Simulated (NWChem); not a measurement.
# Ionisation of Na (+1)

SMILES: [Na+]
```xyz
1

Na     0.0000     0.0000     0.0000
```
Charge +1, spin multiplicity 1.

Program: NWChem.

Basis set: def2-TZVPD. −ε marks an orbital energy of the parent.

B3LYP has NWChem's definition, with VWN1-RPA local correlation.

Q: Order these methods by the first vertical ionisation energy they give, lowest first: −ε(HOMO) of HF, −ε(HOMO) of BHandHLYP, −ε(HOMO) of B3LYP, −ε(HOMO) of BP86.

A: −ε(HOMO) of BP86 (36.44 eV), −ε(HOMO) of B3LYP (39.28 eV), −ε(HOMO) of BHandHLYP (43.20 eV), −ε(HOMO) of HF (48.91 eV)
